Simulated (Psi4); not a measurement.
# USVWN5/aug-cc-pVDZ run of AlNH2Cl (SMILES [NH2][Al][Cl])

What is the vertical electron affinity of AlNH2Cl at USVWN5/aug-cc-pVDZ? 

Program for the calculation: Psi4 1.11.

1 further run of the same task is left out (set aside as unsound or not needed).

## (1) The system as given

The species is AlNH2Cl (5 atoms), meant as a doublet with charge 0. As SMILES, `[NH2][Al][Cl]`. The shape is that of a PBE0-D4/def2-TZVP optimisation. This is one conformer, not always the lowest.

Bond lengths: N1–Al2 1.765 Å, Al2–Cl3 2.116 Å, N1–H4 1.007 Å, N1–H5 1.009 Å. Angles: N1–Al2–Cl3 116.7°, Al2–N1–H4 124.9°, Al2–N1–H5 124.1°, H4–N1–H5 111.0°.

## (2) Energy and forces at USVWN5/aug-cc-pVDZ

input.in reads:

```
memory 2.2 GB

molecule mol {
  0 2
  N     -0.549400     0.461700    -0.232000
  Al     0.402600    -0.291600     1.049100
  Cl     1.907000    -1.649700     0.440800
  H     -1.293600     1.123300    -0.083500
  H     -0.416600     0.282700    -1.215900
  symmetry c1
}

set basis aug-cc-pVDZ
set reference uks
set puream true
set e_convergence 1e-09
set d_convergence 1e-08
set scf_type pk
set dft_radial_points 99
set dft_spherical_points 590
set maxiter 100

e, wfn = gradient("scf", dft_functional={"name": "SVWN5", "x_functionals": {"LDA_X": {}}, "c_functionals": {"LDA_C_VWN": {}}}, return_wfn=True)
oeprop(wfn, "WIBERG_LOWDIN_INDICES", "QUADRUPOLE", "LOWDIN_CHARGES", title="SCF")
```

On the command line:

```console
$ psi4 input.in input.out -n 1
```

input.out:

```text
[...]
  Running in c1 symmetry.
[...]
  Nuclear repulsion =  119.524169334353630
[...]
  Multiplicity = 2
[...]
  Nalpha       = 20
  Nbeta        = 19
[...]
    Number of basis functions: 95
[...]
   @UKS iter   1:  -755.11800247530459    1.16893e-01   1.14895e-02 DIIS/ADIIS
[...]
   @UKS iter  13:  -755.66850031602212   -5.00222e-12   7.17093e-09 DIIS
[...]
   @S^2 Observed:                7.516472858E-01
[...]
    Orbital Energies [Eh]
    ---------------------
    Alpha Occupied:
       1A   -100.298549     2A    -55.163335     3A    -13.855385
       4A     -9.127838     5A     -6.984122     6A     -6.979087
       7A     -6.978714     8A     -3.942859     9A     -2.575303
      10A     -2.574406    11A     -2.571530    12A     -0.767371
      13A     -0.735681    14A     -0.449165    15A     -0.414945
      16A     -0.348677    17A     -0.296983    18A     -0.292676
      19A     -0.245380    20A     -0.189881
    Alpha Virtual:
      21A     -0.069361    22A     -0.029259    23A     -0.017253
      24A      0.005853    25A      0.018599    26A      0.021467
[...]
  @UKS Final Energy:  -755.66850031602212
   => Energetics <=
    Nuclear Repulsion Energy =            119.5241693343536298
    One-Electron Energy =               -1286.0294577234731150
    Two-Electron Energy =                 462.3935547158170607
    DFT Exchange-Correlation Energy =     -51.5567666427198219
    Empirical Dispersion Energy =           0.0000000000000000
    VV10 Nonlocal Energy =                  0.0000000000000000
    Total Energy =                       -755.6685003160221186
[...]
  -Total Gradient:
     Atom            X                  Y                   Z
    ------   -----------------  -----------------  -----------------
       1       -0.001333748290     0.001058387054    -0.001740531756
       2       -0.000197195885    -0.000561101075    -0.011565109267
       3       -0.005790899475     0.005256431961     0.002832815984
       4        0.009903816632    -0.008867699064    -0.002888336711
       5       -0.002586230429     0.003116532543     0.013342680322
[...]
 Multipole Moments:
 ------------------------------------------------------------------------------------
     Multipole            Electronic (a.u.)      Nuclear  (a.u.)        Total (a.u.)
 ------------------------------------------------------------------------------------
 L = 1.  Multiply by 2.5417464519 to convert [e a0] to [Debye]
 Dipole X            :          3.0657868           -3.7462745           -0.6804876
 Dipole Y            :         -2.5266148            3.1189524            0.5923376
 Dipole Z            :          2.5412647           -2.6086102           -0.0673454
 Magnitude           :                                                    0.9046892
 L = 2.  Multiply by 1.3450342976 to convert [e a0^2] to [Debye ang]
 Quadrupole XX       :       -171.5732349          148.4679824          -23.1052526
 Quadrupole XY       :        127.8507248         -128.7530531           -0.9023283
[...]
```

Wall time 30 s (1 thread of INTEL XEON PLATINUM 8581C at 2.10GHz (Emerald Rapids), shared host); peak memory 0.65 GiB.

## (3) The singlet anion: a single-point energy at SVWN5/aug-cc-pVDZ

run.py reads:

```python
import psi4

psi4.set_memory(2200000000)
psi4.set_num_threads(1)
psi4.core.set_output_file('psi4.out', False)

molecule = psi4.geometry("""
-1 1
N     -0.549400     0.461700    -0.232000
Al     0.402600    -0.291600     1.049100
Cl     1.907000    -1.649700     0.440800
H     -1.293600     1.123300    -0.083500
H     -0.416600     0.282700    -1.215900
symmetry c1
no_reorient
no_com
""")

options = {'basis': 'aug-cc-pVDZ', 'puream': True, 'e_convergence': 1e-09, 'd_convergence': 1e-08, 'scf_type': 'pk', 'dft_radial_points': 99, 'dft_spherical_points': 590}
psi4.set_options(options)

E, wfn = psi4.energy("scf", dft_functional={"name": "SVWN5", "x_functionals": {"LDA_X": {}}, "c_functionals": {"LDA_C_VWN": {}}}, molecule=molecule, return_wfn=True)
psi4.oeprop(wfn, "QUADRUPOLE", "WIBERG_LOWDIN_INDICES", "DIPOLE", title="SCF")
print(f'scf energy: {E:.10f} Eh')
for k, v in sorted(psi4.core.scalar_variables().items()):
    print(f'{k:45s} {v:18.10f}')
```

On the command line:

```console
$ python run.py
```

psi4.out:

```text
[...]
  Running in c1 symmetry.
[...]
  Nuclear repulsion =  119.524169334353630
[...]
  Multiplicity = 1
[...]
  Nalpha       = 20
  Nbeta        = 20
[...]
    Number of basis functions: 95
[...]
   @RKS iter   1:  -755.04149902737822    1.93397e-01   1.22143e-02 DIIS/ADIIS
[...]
   @RKS iter  13:  -755.72129860490941   -2.08047e-11   5.83970e-09 DIIS
[...]
    Orbital Energies [Eh]
    ---------------------
    Doubly Occupied:
       1A   -100.116458     2A    -54.933660     3A    -13.669763
       4A     -8.946952     5A     -6.801675     6A     -6.798838
       7A     -6.798219     8A     -3.714211     9A     -2.346181
      10A     -2.345693    11A     -2.342450    12A     -0.587154
      13A     -0.556617    14A     -0.271631    15A     -0.223691
      16A     -0.164813    17A     -0.122837    18A     -0.118168
      19A     -0.065303    20A      0.030151
[...]
  @RKS Final Energy:  -755.72129860490941
   => Energetics <=
    Nuclear Repulsion Energy =            119.5241693343536298
    One-Electron Energy =               -1293.5616239977116493
    Two-Electron Energy =                 470.0489036964354455
    DFT Exchange-Correlation Energy =     -51.7327476379868543
    Empirical Dispersion Energy =           0.0000000000000000
    VV10 Nonlocal Energy =                  0.0000000000000000
    Total Energy =                       -755.7212986049094070
[...]
 Multipole Moments:
 ------------------------------------------------------------------------------------
     Multipole            Electronic (a.u.)      Nuclear  (a.u.)        Total (a.u.)
 ------------------------------------------------------------------------------------
 L = 1.  Multiply by 2.5417464519 to convert [e a0] to [Debye]
 Dipole X            :        -61.8943036           60.6541615           -1.2401421
 Dipole Y            :         52.3441530          -51.3963932            0.9477598
 Dipole Z            :        -36.7626648           34.4090782           -2.3535867
 Magnitude           :                                                    2.8241054
 L = 2.  Multiply by 1.3450342976 to convert [e a0^2] to [Debye ang]
 Quadrupole XX       :       -278.6741336          242.4395910          -36.2345426
 Quadrupole XY       :        211.7408221         -208.3869167            3.3539054
[...]
```

Standard output:

```text
scf energy: -755.7212986049 Eh
CURRENT ENERGY                                   -755.7212986049
CURRENT REFERENCE ENERGY                         -755.7212986049
DD SOLVATION ENERGY                                 0.0000000000
DFT FUNCTIONAL TOTAL ENERGY                      -755.7212986049
DFT TOTAL ENERGY                                 -755.7212986049
DFT VV10 ENERGY                                     0.0000000000
DFT XC ENERGY                                     -51.7327476380
GRID ELECTRONS ALPHA                               19.9999956530
GRID ELECTRONS BETA                                19.9999956530
GRID ELECTRONS TOTAL                               39.9999913061
NUCLEAR REPULSION ENERGY                          119.5241693344
ONE-ELECTRON ENERGY                             -1293.5616239977
PCM POLARIZATION ENERGY                             0.0000000000
PE ENERGY                                           0.0000000000
SCF ITERATION ENERGY                             -755.7212986049
SCF ITERATIONS                                     13.0000000000
SCF TOTAL ENERGY                                 -755.7212986049
TWO-ELECTRON ENERGY                               470.0489036964
XC GRID RADIAL POINTS                              99.0000000000
XC GRID SPHERICAL POINTS                          590.0000000000
XC GRID TOTAL POINTS                           283317.0000000000
```

Wall time 21 s (1 thread of INTEL XEON PLATINUM 8581C at 2.10GHz (Emerald Rapids), shared host); peak memory 0.65 GiB.

## (4) Summary of results

At USVWN5/aug-cc-pVDZ:

```
                                                            quantity          value
                                       doublet AlNH2Cl: total energy  -755.66850 Eh
                                      doublet AlNH2Cl: dipole moment         2.30 D
                 doublet AlNH2Cl: HOMO energy (highest over α and β)       -5.17 eV
                  doublet AlNH2Cl: LUMO energy (lowest over α and β)       -3.90 eV
                                               doublet AlNH2Cl: ⟨S²⟩          0.752
                           doublet AlNH2Cl: largest force on an atom     0.717 eV/Å
                                         singlet anion: total energy  -755.72130 Eh
                                          singlet anion: HOMO energy        0.82 eV
                                          singlet anion: LUMO energy        2.39 eV
singlet anion: HOMO–LUMO gap (to an unbound level, set by the basis)        1.57 eV
                   vertical electron affinity (to the singlet anion)       1.437 eV
```

What this shows: At fixed nuclei the extra electron is bound by 1.44 eV (33 kcal/mol). The largest force (doublet AlNH2Cl) is 0.72 eV/Å: the shape isn't a stationary point for this species at this level. The HOMO (singlet anion) lies at positive energy, 0.82 eV, as semi-local functionals often give for anions; only total energies tell whether the electron is bound.
